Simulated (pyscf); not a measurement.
H₃C–Zn–SH + H₂S → H₃C–Zn–SH + H₂S (four-centre exchange; singlet surface; S–Zn, H–S broken, S–Zn, H–S formed). Optimised with ωB97X-D3(BJ)/def2-SVP in PySCF. Energies in kJ/mol from the separated reactants.

```csv
level,barrier,reaction energy
ωB97X-D3(BJ)/def2-TZVP,28.9,0.0
r²SCAN/def2-TZVP,16.9,0.0
B3LYP-D3(BJ)/def2-TZVP,[?],0.0
PBE0-D3(BJ)/def2-TZVP,[?],0.0
M06-2X/def2-TZVP,28.4,0.0
HF/def2-TZVP,101.7,0.0
```

### Question
Some entries are withheld; supply them.

### Answer

- B3LYP-D3(BJ)/def2-TZVP, barrier: 30.2
- PBE0-D3(BJ)/def2-TZVP, barrier: 18.0

The functionals in the table span 13.2 kJ/mol in this barrier, from r²SCAN to B3LYP-D3(BJ). On the reactant side the descent ends in a bound adduct, 36.5 kJ/mol under the separated species and 65.4 kJ/mol under the saddle at ωB97X-D3(BJ)/def2-TZVP. On the product side the descent ends in a bound adduct, 36.5 kJ/mol under the separated species and 65.4 kJ/mol under the saddle at ωB97X-D3(BJ)/def2-TZVP. This is the saddle that the search found; another between the same sides may lie lower. Elements up to Kr have no core potential and no relativistic terms here.
